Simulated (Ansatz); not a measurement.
The input, for Ansatz 0.2.0:

```yaml
crystal:
  periodic: [false, false, false]
  atoms:
    - {symbol: As, position_ang: [0.084376, 0.005225, 0.772031]}
    - {symbol: Na, position_ang: [-0.080498, 0.013599, -3.084875]}
    - {symbol: H, position_ang: [-0.003878, -0.018825, 2.312844]}
basis:
  gaussian: {orbitals: cc-pVDZ}
magnetization: {spin_polarized: false, initial_magnetization: 3}
hamiltonian: {pseudopotentials: {relativity: scalar}}
correlation: {method: fic_nevpt4_sd, electrons: outside_noble_gas, active_space: {window: {electrons: 3, orbitals: 7}}}
```

```sh
$ ansatz run in.yaml --threads 1 --pin off --events-out ev --progress --plain --max-ram 2393MiB
```

Log:

```
540 factors; integrals over basis functions are off by at most 1.3e-3 eV
mean field evaluation 1: about -65747.1754 eV, gradient 5.7e0 eV
mean field evaluation 2: about -65747.1770 eV, gradient 5.7e0 eV
mean field evaluation 4: about -65747.5141 eV, gradient 5.3e-1 eV
mean field evaluation 8: about -65747.5168 eV, gradient 2.5e-4 eV
mean field -65747.51675998 eV, -2416.1766756616 hartree, gradient 1.8e-6 eV, S^2 3.750000; 0 other end points of the search recorded, 0 dependent functions left out
reference -65747.51675998 eV, -2416.1766756616 hartree; 24, 21 occupied and 26, 29 virtual orbitals, 540 factors
state -65747.65183920 eV, -2416.1816397316 hartree
state -65747.65183920 eV, -2416.1816397316 hartree; corrected -65750.30811703 eV, -2416.2792561414 hartree
Total energy: -65750.30811703 eV, -2416.2792561414 hartree
Relativity: scalar
```

Ran on 1 thread of Arm Neoverse V2, shared host: 7 s wall, 0.14 GiB peak host memory.
